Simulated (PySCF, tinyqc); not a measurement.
Worked calculation: MP2 on RHF in the sto-3g basis, frozen core, for LiH, spin multiplicity 1. The lowest restricted solution is unstable here: a spin-polarised one lies 0.0216 hartree lower (PySCF). One step of it, computed by the program tinyqc.

Problem. Second-order Moller-Plesset energy. E2 = sum_ijab (ia|jb) [2 (ia|jb) - (ib|ja)] / (e_i + e_j - e_a - e_b) over occupied i, j and virtual a, b; the opposite-spin part is (ia|jb)^2 / denominator, the rest is same-spin, and SCS-MP2 scales them by 6/5 and 1/3.

orbital energies (hartree): [-2.374560, -0.214496, 0.066449, 0.157271, 0.157271, 0.328726]

Two-electron integrals over orbitals (pq|rs), unique and non-zero (hartree); the lowest 1 orbital is frozen and left out:
```
(22|22) 0.433023    (32|22) -0.067561   (32|32) 0.029762    (33|22) 0.212472
(33|32) 0.017555    (33|33) 0.320148    (42|42) 0.020844    (43|42) 0.021348
(43|43) 0.041356    (44|22) 0.233470    (44|32) 0.019693    (44|33) 0.277006
(44|44) 0.312946    (52|52) 0.020844    (53|52) 0.021348    (53|53) 0.041356
(54|54) 0.016869    (55|22) 0.233470    (55|32) 0.019693    (55|33) 0.277006
(55|44) 0.279207    (55|55) 0.312946    (62|22) 0.102819    (62|32) -0.052934
(62|33) -0.015835   (62|44) -0.043578   (62|55) -0.043578   (62|62) 0.132248
(63|22) -0.064712   (63|32) 0.025071    (63|33) 0.037226    (63|44) 0.012146
(63|55) 0.012146    (63|62) -0.044781   (63|63) 0.037567    (64|42) -0.017382
(64|43) -0.010528   (64|64) 0.018360    (65|52) -0.017382   (65|53) -0.010528
(65|65) 0.018360    (66|22) 0.400988    (66|32) -0.051358   (66|33) 0.240138
(66|44) 0.253429    (66|55) 0.253429    (66|62) 0.079079    (66|63) -0.047430
(66|66) 0.392736
```

Hartree-Fock energy = -7.77950707 hartree

Give: Terms; Pair energies; MP2 correlation energy; SCS-MP2 correlation energy; MP2 total energy.

Solution.

Terms:
```
i  j  a  b  (ia|jb)  (ib|ja)  denominator     term
2  2  6  6   0.1322   0.1322      -1.0864  -0.0161
2  2  3  6  -0.0529  -0.0529      -0.8242  -0.0034
2  2  6  3  -0.0529  -0.0529      -0.8242  -0.0034
2  2  3  3   0.0298   0.0298      -0.5619  -0.0016
2  2  4  4   0.0208   0.0208      -0.7435  -0.0006
2  2  5  5   0.0208   0.0208      -0.7435  -0.0006
```

Pair energies (hartree; pair i-j sums ij and ji):
```
pair  opposite spin  same spin
2-2         -0.0256          0
```

MP2 correlation energy = -0.025643 hartree

SCS-MP2 correlation energy = -0.030771 hartree

MP2 total energy = -7.805150 hartree
